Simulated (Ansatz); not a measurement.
## How far each method lies from full CI for SiC⁺, doublet

Geometry: that of the SiC, triplet, kept fixed. The quartet lies 1.2 eV lower here.

```xyz
2

Si    0.0000    0.0000    0.0000
C     0.0000    0.0000    1.7100
```

Basis cc-pVDZ; Ansatz 0.2.0. Correlated methods freeze the noble-gas cores, which leaves 7 electrons in 26 orbitals. Prefix R: restricted or restricted open-shell reference; prefix U: unrestricted. Active spaces: valence = (7e, 8o) chosen from the atoms' valence shells.

Full CI is exact within this basis and frozen core; it isn't the basis-set limit. The frozen core follows each run's orbitals, which can shift R against U totals by a few meV.

HF rows: RHF is the lowest solution found. Coupled cluster chose its determinant by a search with trial CCSD, here up to 0.75 eV above the lowest Hartree–Fock solution of its kind, and MP2 stands on that determinant too.

The determinant under UMP2, CISD, UCCSD, UCCSD(T), UCCSDT, UCCSDT(Q), UCCSDTQ fills its π shells in a way that full CI's natural occupations don't show, so these levels stand on another configuration than full CI's state and aren't compared.

The UHF ⟨S²⟩ is 1.944, the ⟨S²⟩ of the determinant under UCCSD is 1.772 and the T1 diagnostic (RCCSD) is 0.0831. The largest doubles amplitude (RCCSD) is 0.177. The T1 diagnostic (UCCSD) is 0.0368.

```json
{"level": "RHF†", "E − E(full CI) (meV)": "5479", "share of correlation (%)": "–", "wall time": "–"}
{"level": "UMP2†", "E − E(full CI) (meV)": "993", "share of correlation (%)": "–", "wall time": "–"}
{"level": "RCCSD", "E − E(full CI) (meV)": "526", "share of correlation (%)": "91.55", "wall time": "–"}
{"level": "UCCSD*†", "E − E(full CI) (meV)": "-235", "share of correlation (%)": "–", "wall time": "–"}
{"level": "RCCSD(T)", "E − E(full CI) (meV)": "93", "share of correlation (%)": "98.50", "wall time": "3.8 s"}
{"level": "UCCSD(T)*†", "E − E(full CI) (meV)": "-578", "share of correlation (%)": "–", "wall time": "5.5 s"}
{"level": "BCCD(T)*", "E − E(full CI) (meV)": "135", "share of correlation (%)": "97.83", "wall time": "3.3 s"}
{"level": "RCCSDT", "E − E(full CI) (meV)": "58", "share of correlation (%)": "99.07", "wall time": "–"}
{"level": "UCCSDT*†", "E − E(full CI) (meV)": "-1059", "share of correlation (%)": "–", "wall time": "–"}
{"level": "RCCSDT(Q)", "E − E(full CI) (meV)": "0", "share of correlation (%)": "100.01", "wall time": "8 s"}
{"level": "UCCSDT(Q)*†", "E − E(full CI) (meV)": "-1273", "share of correlation (%)": "–", "wall time": "11 s"}
{"level": "RCCSDTQ", "E − E(full CI) (meV)": "6", "share of correlation (%)": "99.90", "wall time": "25 s (H100)"}
{"level": "UCCSDTQ*†", "E − E(full CI) (meV)": "228", "share of correlation (%)": "–", "wall time": "66 s (H100)"}
{"level": "CASSCF (valence space)", "E − E(full CI) (meV)": "2366", "share of correlation (%)": "62.00", "wall time": "–"}
{"level": "NEVPT2 (valence space)", "E − E(full CI) (meV)": "548", "share of correlation (%)": "91.19", "wall time": "2.7 s"}
{"level": "MRCISD (valence space)", "E − E(full CI) (meV)": "132", "share of correlation (%)": "97.88", "wall time": "–"}
{"level": "MRCISD+Q (valence space)", "E − E(full CI) (meV)": "28", "share of correlation (%)": "99.55", "wall time": "3.4 s"}
```

An asterisk marks runs whose energy the program itself flagged as in doubt. A dagger marks rows that describe another state than the reference (another or a broken symmetry, a higher spin or other natural occupations), so the difference holds a gap between states beside the method's error.

The correlation energy at full CI, counted from the determinant under the R cluster runs, is -6.226 eV. That run took 28 s on 2 threads of AMD EPYC 7R13 with a shared H100 80 GB, shared host over 9,717,824 determinants.

Run but not shown, since their state, orbitals or frozen core can't be matched to the reference's or they repeat it: UHF, RMP2, CISD.

Times hold each run's SCF and search for its determinant on a shared host, so for small cases they say little of a method's own cost; rows without a card ran on 1 thread of AMD EPYC 7R13.

The full-CI state has the irrep B2 of C2v, in the program's axes (one component, if the state is degenerate).

Natural occupations of full CI about the gap: 1.953 1.771 1.752 0.962 0.275 0.142 0.057 0.022 0.009 0.008; effectively unpaired electrons, Σ n²(2−n)², 1.67.
